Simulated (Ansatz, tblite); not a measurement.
# The cluster Ge2O: a ladder of methods and basis sets

Aim: run the singlet of the cluster Ge2O at one geometry on many levels, and compare frontier levels, spin and run time.

Computed with Ansatz 0.2.0, Gaussian basis. Level: as each input shows.

The runs, in order: GFN1-xTB, GFN2-xTB, PBE-D4/def2-TZVP, r2SCAN-D4/def2-TZVP, revPBE-D4/def2-TZVP, LDA/def2-TZVP, LC-ωPBE/def2-TZVP, BHLYP-D4/def2-TZVP, CAM-B3LYP-D4/def2-TZVP, PBE-D4/def2-SVP, PBE0-D4/def2-SVP, HF/STO-3G, HF/6-31G, B3LYP-D4/6-31G, PBE0-D4/def2-TZVPD, PBE-D4/def2-TZVPD, r2SCAN-D4/def2-TZVPD, CCSD(T)/def2-TZVPP, MP2/def2-TZVP, RPA/def2-TZVP.

## Step 1: The geometry

The geometry is that of the singlet, from an earlier relaxation (r2SCAN-D4/def2-TZVP). At that level it is the lowest of the isomers that a small search found.

3 atoms, charge 0, spin multiplicity 1.

Bond lengths: Ge1–O3 1.832 Å, Ge2–O3 1.832 Å. Angles: Ge1–O3–Ge2 85.2°.

PBE0-D4/def2-TZVP was run before; its log isn't repeated, and its numbers join the tables.

## Step 2: GFN1-xTB

Tight binding, by tblite at 300 K electronic temperature and without a spin-polarisation term:

```python
tblite.interface.Calculator('GFN1-xTB', numbers, positions, charge=0, uhf=0).singlepoint()
```

Energy -216.7298 eV, HOMO -8.69 eV, LUMO -7.72 eV; 0.003 s.

## Step 3: GFN2-xTB

Tight binding, by tblite at 300 K electronic temperature and without a spin-polarisation term:

```python
tblite.interface.Calculator('GFN2-xTB', numbers, positions, charge=0, uhf=0).singlepoint()
```

Energy -216.5753 eV, HOMO -8.13 eV, LUMO -7.01 eV; 0.003 s.

## Step 4: PBE-D4/def2-TZVP

start.molden holds the orbitals of an earlier run on this state, given as this run's starting guess.

The input, in.yaml:

```yaml
crystal:
  periodic: [false, false, false]
  atoms:
    - {symbol: Ge, position_ang: [0.237523, 0.879239, 0.954607]}
    - {symbol: Ge, position_ang: [0.648603, -0.770237, -0.852525]}
    - {symbol: O, position_ang: [-0.886126, -0.109002, -0.102083]}
basis:
  gaussian: {orbitals: def2-TZVP, initial_orbitals: start.molden}
hamiltonian: {xc: pbe, dispersion: d4}
scf: {omitted_lower_state_checks: [starts]}
output: {orbitals: {seedname: orbitals}}
```

The run is started by

```bash
> ansatz run in.yaml --threads 4 --pin off --events-out ev --progress --plain --max-ram 3916MiB
```

Standard output:

```text
Functional definition: PBE
  name "PBE"
  cite "Perdew, Burke & Ernzerhof, Phys. Rev. Lett. 77, 3865 (1996) doi:10.1103/PhysRevLett.77.3865"
  parent pbe
  parameter kappa = 0.804
  parameter beta = 0.06672455060314922
  exchange = pbe_x(kappa = kappa, mu = beta*pi^2/3)
  correlation = pbe_c(beta = beta)
these checks for a lower state are left out or cut short: starts
867 factors; their error is unknown
mean field evaluation 1: about -115065.1860 eV, gradient 1.2e1 eV
mean field evaluation 2: about -115065.3130 eV, gradient 1.7e-1 eV
mean field evaluation 4: about -115065.2926 eV, gradient 2.9e-4 eV
mean field evaluation 8: about -115065.2926 eV, gradient 5.0e-6 eV
mean field -115065.29260776 eV, -4228.5715092786 hartree, gradient 5.0e-6 eV, S^2 0.000000; 0 other end points of the search recorded, 0 dependent functions left out
reference -115065.29263465 eV, -4228.5715102670 hartree; 36, 36 occupied and 91, 91 virtual orbitals, 867 factors
Total energy: -115065.38096598 eV, -4228.5747563833 hartree
Checks for a lower state left out: starts
```

It took 1.4 s on 4 threads of Arm Neoverse N1, shared host.

Report: HOMO -4.40 eV, LUMO -3.61 eV.

## Step 5: r2SCAN-D4/def2-TZVP

in.yaml: that of step 4 with these lines changed.

```diff
@@ -8,3 +8,3 @@
   gaussian: {orbitals: def2-TZVP, initial_orbitals: start.molden}
-hamiltonian: {xc: pbe, dispersion: d4}
+hamiltonian: {xc: r2scan, dispersion: d4}
 scf: {omitted_lower_state_checks: [starts]}
```

Same command.

Standard output:

```text
Functional definition: r2SCAN
  name "r2SCAN"
  cite "Furness, Kaplan, Ning, Perdew & Sun, J. Phys. Chem. Lett. 11, 8208 (2020) doi:10.1021/acs.jpclett.0c02405"
  cite "Furness, Kaplan, Ning, Perdew & Sun, J. Phys. Chem. Lett. 11, 9248 (2020) doi:10.1021/acs.jpclett.0c03077"
  parent r2scan
  parameter k0 = 0.174
  parameter k1 = 0.065
  parameter a1 = 4.9479
  exchange = r2scan_x(k0 = k0, k1 = k1, a1 = a1)
  correlation = r2scan_c
these checks for a lower state are left out or cut short: starts
867 factors; their error is unknown
mean field evaluation 1: about -115082.5459 eV, gradient 8.0e0 eV
mean field evaluation 2: about -115082.5960 eV, gradient 8.5e-2 eV
mean field evaluation 4: about -115082.5788 eV, gradient 1.0e-4 eV
mean field evaluation 8: about -115082.5788 eV, gradient 9.8e-6 eV
mean field -115082.57877312 eV, -4229.2067641386 hartree, gradient 9.8e-6 eV, S^2 0.000000; 0 other end points of the search recorded, 0 dependent functions left out
reference -115082.57878056 eV, -4229.2067644119 hartree; 36, 36 occupied and 91, 91 virtual orbitals, 867 factors
Total energy: -115082.59493928 eV, -4229.2073582338 hartree
Checks for a lower state left out: starts
```

Run time: 2.9 s. Hardware: 4 threads of Arm Neoverse N1, shared host.

From the report: HOMO -4.62 eV, LUMO -3.58 eV.

## Step 6: revPBE-D4/def2-TZVP

in.yaml: that of step 5 with these lines changed.

```diff
@@ -8,4 +8,4 @@
   gaussian: {orbitals: def2-TZVP, initial_orbitals: start.molden}
-hamiltonian: {xc: r2scan, dispersion: d4}
+hamiltonian: {xc: {name: revPBE}, dispersion: d4}
 scf: {omitted_lower_state_checks: [starts]}
-output: {orbitals: {seedname: orbitals}}
+output: {forces: true, orbitals: {seedname: orbitals}}
```

Launched as before.

Standard output (excerpt; [...] marks lines left out):

```text
Functional definition: revPBE
  name "revPBE"
  cite "Zhang & Yang, Phys. Rev. Lett. 80, 890 (1998) doi:10.1103/PhysRevLett.80.890"
  cite "Perdew, Burke & Ernzerhof, Phys. Rev. Lett. 77, 3865 (1996) doi:10.1103/PhysRevLett.77.3865"
[...]
867 factors; their error is unknown
[...]
mean field -115075.04277153 eV, -4228.9298211881 hartree, gradient 1.8e-5 eV, S^2 0.000000; 0 other end points of the search recorded, 0 dependent functions left out
[...]
reference -115075.04280499 eV, -4228.9298224178 hartree; 36, 36 occupied and 91, 91 virtual orbitals, 867 factors
Total energy: -115075.25463131 eV, -4228.9376068915 hartree
Atom 0 at     0.237523     0.879239     0.954607 Å, force     0.352039     0.506732     0.546084 eV/Å
Atom 1 at     0.648603    -0.770237    -0.852525 Å, force     0.576159    -0.392555    -0.439156 eV/Å
Atom 2 at    -0.886126    -0.109002    -0.102083 Å, force    -0.928198    -0.114176    -0.106928 eV/Å
Dipole moment:     0.273207     0.033607     0.031473 e Å
Checks for a lower state left out: starts
```

It took 1.5 s on 4 threads of Arm Neoverse N1, shared host.

Report: HOMO -4.34 eV, LUMO -3.52 eV.

## Step 7: LDA/def2-TZVP

in.yaml: that of step 6 with these lines changed.

```diff
@@ -8,4 +8,4 @@
   gaussian: {orbitals: def2-TZVP, initial_orbitals: start.molden}
-hamiltonian: {xc: {name: revPBE}, dispersion: d4}
+hamiltonian: {xc: lda}
 scf: {omitted_lower_state_checks: [starts]}
-output: {forces: true, orbitals: {seedname: orbitals}}
+output: {orbitals: {seedname: orbitals}}
```

Same command.

Standard output:

```text
Functional definition: SPW92
  name "SPW92"
  cite "Dirac, Proc. Camb. Phil. Soc. 26, 376 (1930) doi:10.1017/S0305004100016108"
  cite "Slater, Phys. Rev. 81, 385 (1951) doi:10.1103/PhysRev.81.385"
  cite "Perdew & Wang, Phys. Rev. B 45, 13244 (1992) doi:10.1103/PhysRevB.45.13244"
  exchange = slater_x
  correlation = pw_c
these checks for a lower state are left out or cut short: starts
867 factors; their error is unknown
mean field evaluation 1: about -114898.0612 eV, gradient 3.7e1 eV
mean field evaluation 2: about -114898.3792 eV, gradient 5.7e-1 eV
mean field evaluation 4: about -114898.3611 eV, gradient 7.7e-2 eV
mean field -114898.36111649 eV, -4222.4368901246 hartree, gradient 3.7e-5 eV, S^2 0.000000; 0 other end points of the search recorded, 0 dependent functions left out
reference -114898.36114193 eV, -4222.4368910594 hartree; 36, 36 occupied and 91, 91 virtual orbitals, 867 factors
Total energy: -114898.36114193 eV, -4222.4368910594 hartree
Checks for a lower state left out: starts
```

Wall time 0.8 s (4 threads of Arm Neoverse N1, shared host).

From the report: HOMO -4.57 eV, LUMO -3.84 eV.

## Step 8: LC-ωPBE/def2-TZVP

in.yaml: that of step 7 with these lines changed.

```diff
@@ -8,3 +8,3 @@
   gaussian: {orbitals: def2-TZVP, initial_orbitals: start.molden}
-hamiltonian: {xc: lda}
+hamiltonian: {xc: {name: LC-wPBE}}
 scf: {omitted_lower_state_checks: [starts]}
```

Launched as before.

Standard output (excerpt; [...] marks lines left out):

```text
Functional definition: LC-wPBE
  name "LC-wPBE"
  cite "Vydrov & Scuseria, J. Chem. Phys. 125, 234109 (2006) doi:10.1063/1.2409292"
  cite "Heyd & Scuseria, J. Chem. Phys. 120, 7274 (2004) doi:10.1063/1.1668634"
  cite "Ernzerhof & Perdew, J. Chem. Phys. 109, 3313 (1998) doi:10.1063/1.476928"
  cite "Perdew, Burke & Ernzerhof, Phys. Rev. Lett. 77, 3865 (1996) doi:10.1103/PhysRevLett.77.3865"
  parent pbe
[...]
867 factors; their error is unknown
212 factors; integrals over basis functions are off by at most 4.8e-5 eV
[...]
mean field -115067.11176305 eV, -4228.6383620025 hartree, gradient 1.3e-5 eV, S^2 0.000000; 0 other end points of the search recorded, 0 dependent functions left out
reference -115067.11176306 eV, -4228.6383620027 hartree; 36, 36 occupied and 91, 91 virtual orbitals, 867 factors
Total energy: -115067.11176306 eV, -4228.6383620027 hartree
Checks for a lower state left out: starts
```

Wall time 1.9 s (4 threads of Arm Neoverse N1, shared host).

From the report: HOMO -7.51 eV, LUMO -0.56 eV.

## Step 9: BHLYP-D4/def2-TZVP

in.yaml: that of step 8 with these lines changed.

```diff
@@ -8,3 +8,3 @@
   gaussian: {orbitals: def2-TZVP, initial_orbitals: start.molden}
-hamiltonian: {xc: {name: LC-wPBE}}
+hamiltonian: {xc: {name: BHLYP}, dispersion: d4}
 scf: {omitted_lower_state_checks: [starts]}
```

Launched as before.

Standard output:

```text
Functional definition: BHLYP
  name "BHLYP"
  cite "Becke, J. Chem. Phys. 98, 1372 (1993) doi:10.1063/1.464304"
  cite "Becke, Phys. Rev. A 38, 3098 (1988) doi:10.1103/PhysRevA.38.3098"
  cite "Lee, Yang & Parr, Phys. Rev. B 37, 785 (1988) doi:10.1103/PhysRevB.37.785"
  parameter a = 0.5
  exchange = (1 - a)*b88_x + a*exact_x
  correlation = lyp_c
these checks for a lower state are left out or cut short: starts
1097 factors; their error is unknown
mean field evaluation 1: about -115080.6781 eV, gradient 1.1e1 eV
mean field evaluation 2: about -115080.7671 eV, gradient 1.7e-1 eV
mean field evaluation 4: about -115081.8945 eV, gradient 3.0e-1 eV
mean field evaluation 8: about -115081.8946 eV, gradient 1.2e-5 eV
mean field -115081.89460265 eV, -4229.1816213374 hartree, gradient 1.2e-5 eV, S^2 0.000000; 0 other end points of the search recorded, 0 dependent functions left out
reference -115081.89473288 eV, -4229.1816261235 hartree; 36, 36 occupied and 91, 91 virtual orbitals, 1097 factors
Total energy: -115082.04484047 eV, -4229.1871424756 hartree
Checks for a lower state left out: starts
```

Run time: 2.2 s. Hardware: 4 threads of Arm Neoverse N1, shared host.

HOMO -5.95 eV, LUMO -1.88 eV.

## Step 10: CAM-B3LYP-D4/def2-TZVP

in.yaml: that of step 9 with these lines changed.

```diff
@@ -8,3 +8,3 @@
   gaussian: {orbitals: def2-TZVP, initial_orbitals: start.molden}
-hamiltonian: {xc: {name: BHLYP}, dispersion: d4}
+hamiltonian: {xc: {name: CAM-B3LYP}, dispersion: d4}
 scf: {omitted_lower_state_checks: [starts]}
```

Same command.

Standard output (excerpt; [...] marks lines left out):

```text
Functional definition: CAM-B3LYP
  name "CAM-B3LYP"
  cite "Yanai, Tew & Handy, Chem. Phys. Lett. 393, 51 (2004) doi:10.1016/j.cplett.2004.06.011"
  cite "Iikura, Tsuneda, Yanai & Hirao, J. Chem. Phys. 115, 3540 (2001) doi:10.1063/1.1383587"
  cite "Becke, Phys. Rev. A 38, 3098 (1988) doi:10.1103/PhysRevA.38.3098"
  cite "Lee, Yang & Parr, Phys. Rev. B 37, 785 (1988) doi:10.1103/PhysRevB.37.785"
  cite "Vosko, Wilk & Nusair, Can. J. Phys. 58, 1200 (1980) doi:10.1139/p80-159"
[...]
  # Exact exchange under (alpha + beta erf(omega r))/r, Becke's under what is left of 1/r.
[...]
929 factors; their error is unknown
191 factors; integrals over basis functions are off by at most 8.8e-6 eV
[...]
mean field -115089.97429206 eV, -4229.4785444466 hartree, gradient 1.7e-5 eV, S^2 0.000000; 0 other end points of the search recorded, 0 dependent functions left out
reference -115089.97438549 eV, -4229.4785478802 hartree; 36, 36 occupied and 91, 91 virtual orbitals, 929 factors
Total energy: -115090.05166443 eV, -4229.4813878291 hartree
Checks for a lower state left out: starts
```

Run time: 2.3 s. Hardware: 4 threads of Arm Neoverse N1, shared host.

From the report: HOMO -6.32 eV, LUMO -1.67 eV.

## Step 11: PBE-D4/def2-SVP

in.yaml: that of step 10 with these lines changed.

```diff
@@ -7,4 +7,4 @@
 basis:
-  gaussian: {orbitals: def2-TZVP, initial_orbitals: start.molden}
-hamiltonian: {xc: {name: CAM-B3LYP}, dispersion: d4}
+  gaussian: {orbitals: def2-SVP, initial_orbitals: start.molden}
+hamiltonian: {xc: pbe, dispersion: d4}
 scf: {omitted_lower_state_checks: [starts]}
```

Launched as before.

Standard output:

```text
Functional definition: PBE
  name "PBE"
  cite "Perdew, Burke & Ernzerhof, Phys. Rev. Lett. 77, 3865 (1996) doi:10.1103/PhysRevLett.77.3865"
  parent pbe
  parameter kappa = 0.804
  parameter beta = 0.06672455060314922
  exchange = pbe_x(kappa = kappa, mu = beta*pi^2/3)
  correlation = pbe_c(beta = beta)
these checks for a lower state are left out or cut short: starts
845 factors; their error is unknown
mean field evaluation 1: about -115048.3234 eV, gradient 1.1e1 eV
mean field evaluation 2: about -115048.5405 eV, gradient 2.0e-1 eV
mean field evaluation 4: about -115048.4723 eV, gradient 5.7e-2 eV
mean field -115048.47229395 eV, -4227.9533741474 hartree, gradient 2.4e-5 eV, S^2 0.000000; 0 other end points of the search recorded, 0 dependent functions left out
reference -115048.47232013 eV, -4227.9533751093 hartree; 36, 36 occupied and 42, 42 virtual orbitals, 845 factors
Total energy: -115048.56065145 eV, -4227.9566212257 hartree
Checks for a lower state left out: starts
```

Run time: 0.75 s. Hardware: 4 threads of Arm Neoverse N1, shared host.

From the report: HOMO -4.37 eV, LUMO -3.53 eV.

## Step 12: PBE0-D4/def2-SVP

in.yaml: that of step 11 with these lines changed.

```diff
@@ -8,3 +8,3 @@
   gaussian: {orbitals: def2-SVP, initial_orbitals: start.molden}
-hamiltonian: {xc: pbe, dispersion: d4}
+hamiltonian: {xc: pbe0, dispersion: d4}
 scf: {omitted_lower_state_checks: [starts]}
```

The command is unchanged.

Standard output (excerpt; [...] marks lines left out):

```text
Functional definition: PBE0
  name "PBE0"
  cite "Adamo & Barone, J. Chem. Phys. 110, 6158 (1999) doi:10.1063/1.478522"
  cite "Perdew, Burke & Ernzerhof, Phys. Rev. Lett. 77, 3865 (1996) doi:10.1103/PhysRevLett.77.3865"
  parent pbe
[...]
758 factors; integrals over basis functions are off by at most 4.8e-4 eV
[...]
mean field -115050.82655883 eV, -4228.0398917858 hartree, gradient 1.1e-5 eV, S^2 0.000000; 0 other end points of the search recorded, 0 dependent functions left out
reference -115050.82657858 eV, -4228.0398925115 hartree; 36, 36 occupied and 42, 42 virtual orbitals, 758 factors
Total energy: -115050.90026713 eV, -4228.0426005159 hartree
Checks for a lower state left out: starts
```

Wall time 1.2 s (4 threads of Arm Neoverse N1, shared host).

From the report: HOMO -5.27 eV, LUMO -2.73 eV.

## Step 13: HF/STO-3G

in.yaml: that of step 12 with these lines changed.

```diff
@@ -7,4 +7,4 @@
 basis:
-  gaussian: {orbitals: def2-SVP, initial_orbitals: start.molden}
-hamiltonian: {xc: pbe0, dispersion: d4}
+  gaussian: {orbitals: STO-3G}
+hamiltonian: {xc: hf}
 scf: {omitted_lower_state_checks: [starts]}
```

Launched as before.

Standard output:

```text
Functional definition: HF
  name "HF"
  cite "Fock, Z. Phys. 61, 126 (1930) doi:10.1007/BF01340294"
  parent pbe
  exchange = exact_x
  correlation = 0
these checks for a lower state are left out or cut short: starts
431 factors; integrals over basis functions are off by at most 2.2e-5 eV
mean field evaluation 1: about -113667.1905 eV, gradient 2.3e1 eV
mean field evaluation 2: about -113667.2363 eV, gradient 2.3e1 eV
mean field evaluation 4: about -113669.4633 eV, gradient 1.5e0 eV
mean field evaluation 8: about -113669.4810 eV, gradient 1.8e-2 eV
mean field -113669.48102750 eV, -4177.2763798192 hartree, gradient 2.4e-5 eV, S^2 0.000000; 0 other end points of the search recorded, 0 dependent functions left out
reference -113669.48102750 eV, -4177.2763798192 hartree; 36, 36 occupied and 5, 5 virtual orbitals, 431 factors
Total energy: -113669.48102750 eV, -4177.2763798192 hartree
Checks for a lower state left out: starts
```

Run time: 0.25 s. Hardware: 4 threads of Arm Neoverse N1, shared host.

From the report: HOMO -3.78 eV, LUMO 5.09 eV.

## Step 14: HF/6-31G

in.yaml: that of step 13 with these lines changed.

```diff
@@ -7,3 +7,3 @@
 basis:
-  gaussian: {orbitals: STO-3G}
+  gaussian: {orbitals: 6-31G}
 hamiltonian: {xc: hf}
```

The command is unchanged.

Standard output:

```text
Functional definition: HF
  name "HF"
  cite "Fock, Z. Phys. 61, 126 (1930) doi:10.1007/BF01340294"
  parent pbe
  exchange = exact_x
  correlation = 0
these checks for a lower state are left out or cut short: starts
577 factors; integrals over basis functions are off by at most 5.0e-4 eV
mean field evaluation 1: about -114961.0371 eV, gradient 4.0e1 eV
mean field evaluation 2: about -114961.0918 eV, gradient 4.0e1 eV
mean field evaluation 4: about -114964.6022 eV, gradient 2.0e0 eV
mean field evaluation 8: about -114964.6368 eV, gradient 3.0e-1 eV
mean field evaluation 16: about -114964.6380 eV, gradient 1.2e-5 eV
mean field -114964.63802742 eV, -4224.8725216774 hartree, gradient 1.2e-5 eV, S^2 0.000000; 0 other end points of the search recorded, 0 dependent functions left out
reference -114964.63802742 eV, -4224.8725216774 hartree; 36, 36 occupied and 31, 31 virtual orbitals, 577 factors
Total energy: -114964.63802742 eV, -4224.8725216774 hartree
Checks for a lower state left out: starts
```

Wall time 0.6 s (4 threads of Arm Neoverse N1, shared host).

Report: HOMO -7.13 eV, LUMO 0.02 eV.

## Step 15: B3LYP-D4/6-31G

in.yaml: that of step 14 with these lines changed.

```diff
@@ -8,3 +8,3 @@
   gaussian: {orbitals: 6-31G}
-hamiltonian: {xc: hf}
+hamiltonian: {xc: {name: B3LYP}, dispersion: d4}
 scf: {omitted_lower_state_checks: [starts]}
```

The command is unchanged.

Standard output (excerpt; [...] marks lines left out):

```text
Functional definition: B3LYP
  name "B3LYP"
  cite "Stephens, Devlin, Chabalowski & Frisch, J. Phys. Chem. 98, 11623 (1994) doi:10.1021/j100096a001"
  cite "Becke, Phys. Rev. A 38, 3098 (1988) doi:10.1103/PhysRevA.38.3098"
  cite "Lee, Yang & Parr, Phys. Rev. B 37, 785 (1988) doi:10.1103/PhysRevB.37.785"
  cite "Vosko, Wilk & Nusair, Can. J. Phys. 58, 1200 (1980) doi:10.1139/p80-159"
[...]
577 factors; integrals over basis functions are off by at most 5.0e-4 eV
[...]
mean field -115065.96083809 eV, -4228.5960662902 hartree, gradient 4.6e-5 eV, S^2 0.000000; 0 other end points of the search recorded, 0 dependent functions left out
reference -115065.96103231 eV, -4228.5960734276 hartree; 36, 36 occupied and 31, 31 virtual orbitals, 577 factors
Total energy: -115066.10940188 eV, -4228.6015259089 hartree
Checks for a lower state left out: starts
```

Run time: 1.1 s. Hardware: 4 threads of Arm Neoverse N1, shared host.

From the report: HOMO -5.14 eV, LUMO -3.03 eV.

## Step 16: PBE0-D4/def2-TZVPD

in.yaml: that of step 15 with these lines changed.

```diff
@@ -7,4 +7,4 @@
 basis:
-  gaussian: {orbitals: 6-31G}
-hamiltonian: {xc: {name: B3LYP}, dispersion: d4}
+  gaussian: {orbitals: def2-TZVPD, initial_orbitals: start.molden}
+hamiltonian: {xc: pbe0, dispersion: d4}
 scf: {omitted_lower_state_checks: [starts]}
```

Same command.

Standard output:

```text
Functional definition: PBE0
  name "PBE0"
  cite "Adamo & Barone, J. Chem. Phys. 110, 6158 (1999) doi:10.1063/1.478522"
  cite "Perdew, Burke & Ernzerhof, Phys. Rev. Lett. 77, 3865 (1996) doi:10.1103/PhysRevLett.77.3865"
  parent pbe
  parameter a = 0.25
  parameter kappa = 0.804
  parameter beta = 0.06672455060314922
  exchange = (1 - a)*pbe_x(kappa = kappa, mu = beta*pi^2/3) + a*exact_x
  correlation = pbe_c(beta = beta)
these checks for a lower state are left out or cut short: starts
1036 factors; their error is unknown
mean field evaluation 1: about -115067.1793 eV, gradient 8.5e0 eV
mean field evaluation 2: about -115067.2300 eV, gradient 1.1e-1 eV
mean field evaluation 4: about -115067.7000 eV, gradient 3.7e-4 eV
mean field evaluation 8: about -115067.7000 eV, gradient 1.6e-5 eV
mean field -115067.70003948 eV, -4228.6599807625 hartree, gradient 1.6e-5 eV, S^2 0.000000; 0 other end points of the search recorded, 0 dependent functions left out
reference -115067.70006658 eV, -4228.6599817585 hartree; 36, 36 occupied and 112, 112 virtual orbitals, 1036 factors
Total energy: -115067.77375513 eV, -4228.6626897628 hartree
Checks for a lower state left out: starts
```

Wall time 2.8 s (4 threads of Arm Neoverse N1, shared host).

From the report: HOMO -5.31 eV, LUMO -2.85 eV.

## Step 17: PBE-D4/def2-TZVPD

in.yaml: that of step 16 with these lines changed.

```diff
@@ -8,3 +8,3 @@
   gaussian: {orbitals: def2-TZVPD, initial_orbitals: start.molden}
-hamiltonian: {xc: pbe0, dispersion: d4}
+hamiltonian: {xc: pbe, dispersion: d4}
 scf: {omitted_lower_state_checks: [starts]}
```

Launched as before.

Standard output:

```text
Functional definition: PBE
  name "PBE"
  cite "Perdew, Burke & Ernzerhof, Phys. Rev. Lett. 77, 3865 (1996) doi:10.1103/PhysRevLett.77.3865"
  parent pbe
  parameter kappa = 0.804
  parameter beta = 0.06672455060314922
  exchange = pbe_x(kappa = kappa, mu = beta*pi^2/3)
  correlation = pbe_c(beta = beta)
these checks for a lower state are left out or cut short: starts
930 factors; their error is unknown
mean field evaluation 1: about -115065.1727 eV, gradient 1.5e1 eV
mean field evaluation 2: about -115065.3573 eV, gradient 2.8e-1 eV
mean field evaluation 4: about -115065.3507 eV, gradient 7.5e-2 eV
mean field -115065.35068790 eV, -4228.5736436842 hartree, gradient 3.8e-5 eV, S^2 0.000000; 0 other end points of the search recorded, 0 dependent functions left out
reference -115065.35072417 eV, -4228.5736450171 hartree; 36, 36 occupied and 112, 112 virtual orbitals, 930 factors
Total energy: -115065.43905549 eV, -4228.5768911335 hartree
Checks for a lower state left out: starts
```

Wall time 1.7 s (4 threads of Arm Neoverse N1, shared host).

HOMO -4.46 eV, LUMO -3.67 eV.

[end of part 1 of 2]
